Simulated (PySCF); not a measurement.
Two structures of BNH$_{6}$, singlet, reached by relaxing down either side of one saddle point (PBE0-D4/def2-TZVP). Energies are electronic, without zero-point energy. Program: PySCF 2.14 with density fitting (its default auxiliary sets; JK sets also for MP2 and CCSD(T)). Basis: def2-TZVPP and def2-QZVPP. Cores are frozen in the correlated methods. Extrapolation: Hartree–Fock as exp(−7.88 √X), correlation as X^−2.97. First:

```xyz
8
angstrom
B -0.2817 -0.6755 0.4491
N -0.2514 0.4821 1.2089
H 0.6730 -1.3976 0.4536
H -1.2619 -0.9246 -0.1905
H 0.8182 0.6334 -2.2762
H 0.7914 -0.0106 -2.6521
H -1.0179 1.1317 1.2543
H 0.5374 0.7517 1.7717
```

Second:

| atom | x (Å) | y (Å) | z (Å) |
| --- | --- | --- | --- |
| B1 | -0.1117 | -0.8006 | -0.2101 |
| N2 | 0.1053 | 0.7704 | 0.2029 |
| H3 | 0.9359 | -1.3490 | 0.0575 |
| H4 | -1.0404 | -1.1836 | 0.4685 |
| H5 | 0.8720 | 1.1803 | -0.3205 |
| H6 | -0.3574 | -0.7884 | -1.3972 |
| H7 | -0.7302 | 1.3140 | 0.0126 |
| H8 | 0.3182 | 0.8586 | 1.1912 |

(1) Which bonds change from the first to the second?

(2) Give the saddle point's structure and its height above each. (Judge from chemistry; the value comes from the calculation.)

T1 diagnostic: at most 0.014. The start structure is not quite a true minimum (one mode of 67i cm⁻¹).

## Answers

(1) BNH₄ ([BH2][NH2]) + H₂ → BH₃ + NH₃ (still joined by a long B–N bond); bonds formed: B1–H6, N2–H5; bonds broken: H5–H6; bonds weakened to dative contacts: B1–N2.

(2) The calculation gives: 1.719 eV above the first and 1.731 eV above the second (CCSD(T) at an estimated basis limit (MP2 extrapolated from triple and quadruple zeta, plus CCSD(T) − MP2 in triple zeta)).
```tsv
atom	x (Å)	y (Å)	z (Å)
B1	-0.0890	-0.6378	-0.1824
N2	0.0073	0.7461	0.5555
H3	0.7429	-1.4368	0.1412
H4	-1.2054	-1.0073	-0.4113
H5	0.3346	0.5275	-0.7675
H6	0.3465	-0.2342	-1.4045
H7	-0.8554	1.1958	0.8101
H8	0.7186	0.8468	1.2590
```

Labels in which every atom is bracketed show which atoms are joined, not bond orders.

For scale, one of the runs: CCSD(T)/def2-TZVPP, 146 basis functions, launched by `OMP_NUM_THREADS=4 python run.py`. Hardware: 4 CPU threads of an Arm Neoverse V1, shared host. Wall time 60 s; peak host memory 0.75 GiB.
